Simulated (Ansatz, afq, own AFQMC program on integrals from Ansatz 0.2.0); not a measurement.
Breaking Si2–O1 in SiH₄O, singlet

```xyz
6

O     0.6476   -1.0455    0.4249
Si   -0.0343    0.3457   -0.1869
H     0.0659   -1.6373    0.9099
H    -1.1337    0.0500   -1.1598
H     1.0600    1.0754   -0.8814
H    -0.6054    1.2116    0.8932
```

Products: SiH$_{3}$ (doublet; SiH3) and HO (doublet), each relaxed with PBE0/def2-SVP like the molecule; electronic energies without zero-point terms. Determinants: RHF, UHF and UHF in that order.

Basis def2-TZVP. Noble-gas cores (and the filled d shells of Ga–Kr and In–Xe) are frozen. AFQMC by an in-house program on the Cholesky factors that Ansatz 0.2.0 writes for its CCSD(T) run. ph-AFQMC/CISD is guided by a CISD state made of CCSD amplitudes; releasing the constraint for a short imaginary time cuts its bias at the price of noise, slowly where states lie close. Uncertainties: one standard error, sampling alone. The errors of all members are added in quadrature.

No full CI on the walks' own integrals is used here; CCSDT(Q) serves as the reference and is uncertain by about the last step of the cluster series. Each member takes its own surest rung, up to full CI.

The best estimate is CCSD(T) at the basis-set limit (CBS: def2-TZVPP and def2-QZVPP, with their diffuse functions for anions and beside diffuse sets, CCSD(T) itself extrapolated) plus the step from CCSD(T) to CCSDT(Q) in def2-TZVP. Rows without CBS are in def2-TZVP; B2PLYP and the wave-function rows carry a basis error of their own. Core correlation and relativity beyond core potentials are missing, and ± holds the sampling alone.

Cautions: SiH₄O (singlet): released walk and highest rung disagree (by 13 meV at 2.40 1/Eh).

```tsv
level	bond energy (eV)
PBE	5.338
MP2	5.697
wB97M-V	5.526
```

From these cheaper values, estimate the bond energy at the level of the best estimate.

5.547 eV (best estimate, highest rung CCSDT(Q)).

| level | bond energy (eV) | error against the best estimate (eV) |
| --- | --- | --- |
| HF | 4.047 | -1.500 |
| CCSD | 5.267 | -0.280 |
| CCSD(T) | 5.363 | -0.184 |
| CCSDT | 5.348 | -0.199 |
| CCSDT(Q) | 5.356 | -0.191 |
| ph-AFQMC/CISD | 5.362 ± 0.005 | -0.185 ± 0.005 |
| released AFQMC | 5.339 ± 0.006 | -0.209 ± 0.006 |
| HF/CBS | 4.068 | -1.479 |
| MP2/CBS | 5.896 | 0.349 |
| CCSD(T)/CBS | 5.554 | 0.007 |
| r2SCAN | 5.244 | -0.303 |
| PBE0 | 5.247 | -0.300 |
| B3LYP | 5.262 | -0.285 |
| B2PLYP | 5.400 | -0.147 |

Correlation beyond CCSD(T) takes off 0.007 eV. Going to the basis-set limit adds 0.191 eV at CCSD(T). The perturbative (T) step is worth +0.096 eV. The functionals spread over 0.282 eV; wB97M-V comes nearest and r2SCAN is 0.303 eV too low.

Best estimates are given only where the step beyond CCSD(T) is under 0.3 eV and no member's determinant is very poor (T1 over 0.05, or 0.07 for open shells, ⟨S²⟩ too high by 0.3, two states mixed), so the hardest cases are missing from such tables.

The functionals ran in a triple-zeta set and keep a basis error of their own, a few kJ/mol for each bond in atomization energies and more for double hybrids, so close places among them and the extrapolated levels can swap.

CCSDT and higher add their correlation energy to the determinant of the CCSD(T) run, since their own runs factorise the integrals more tightly (a shift of under 2 meV). Each member of a difference takes its own highest rung, so a best estimate needn't equal the limit plus the step of one row. Released energies are given only where the last usable release times agree within the noise; a slower fall can still hide under it.
